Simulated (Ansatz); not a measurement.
How far each method lies from RCCSDT(Q) for C₃H₈, singlet

Geometry: MP2(full)/6-31G*, from the G2/97 set.

```xyz
11

C     0.0000    0.0000    0.5786
C     0.0000    1.2669   -0.2693
C     0.0000   -1.2669   -0.2693
H    -0.8769    0.0000    1.2356
H     0.8769    0.0000    1.2356
H     0.0000    2.1662    0.3530
H     0.0000   -2.1662    0.3530
H     0.8836    1.3042   -0.9135
H    -0.8836    1.3042   -0.9135
H    -0.8836   -1.3042   -0.9135
H     0.8836   -1.3042   -0.9135
```

Basis 6-31G* (Cartesian d functions); Ansatz 0.2.0. Only valence electrons are correlated (noble-gas cores frozen), which leaves 20 electrons in 58 orbitals. R marks a restricted (for open shells ROHF) determinant. Active spaces: frontier = (8e, 8o) about the gap.

Full CI isn't at hand for all of this; RCCSDT(Q) serves as the reference, and is uncertain by about the last step of the cluster series.

The UHF ⟨S²⟩ is 0.000. The T1 diagnostic (RCCSD) is 0.0076 and the largest doubles amplitude (RCCSD) is 0.023.

| level | E − E(RHF) (eV) |
| --- | --- |
| RMP2 | -10.8043 |
| RCCSD | -12.0111 |
| RCCSD(T) | -12.3208 |

(1) Estimate how far RCCSDT(Q) in 6-31G* lies from RCCSD(T). The table doesn't fix it; the size of (T) and the diagnostics are the guide.

(1) RCCSDT(Q) in 6-31G* lies 0.80 kcal/mol below RCCSD(T), which is 11 % of the (T) step (-7.14 kcal/mol). The diagnostics are small and one determinant leads, so the series closes fast and only a small part of (T) is left.

The other levels:

```csv
level,E − E(RCCSDT(Q)) (kcal/mol),share of correlation (%),wall time
CISD,39.01,86.31,5.5 s
BCCD(T),0.77,99.73,1.7 s
RCCSDT,0.27,99.90,–
CASSCF (frontier space),237.67,16.59,–
NEVPT4(SD) (frontier space),5.34,98.12,14 s (H100)
```

The correlation energy at RCCSDT(Q), counted from RHF, is -12.356 eV. That run took 6 s on 2 threads of AMD EPYC 7R13 with a shared H100 80 GB, shared host.

Times hold each run's SCF and search for its determinant on a shared host, so for small cases they say little of a method's own cost; rows without a card ran on 1 thread of AMD EPYC 7R13.

Atomization energy (electronic, same basis, no zero-point term; atoms at the same level, unrestricted beside the R rows where the molecule is a closed shell, with restricted open-shell steps beyond CCSDT(Q)) at RCCSDT(Q): 3865.7 kJ/mol. Errors of other levels:

```
   level  error (kJ/mol)
     RHF          -623.6
    RMP2             8.3
    CISD          -150.2
   RCCSD           -23.5
RCCSD(T)            -1.0
 BCCD(T)            -0.3
  RCCSDT            -1.0
```

This basis is far from its limit, so the value isn't to be set against a measured one. Truncated CI isn't size-consistent, which counts against it in atomization.
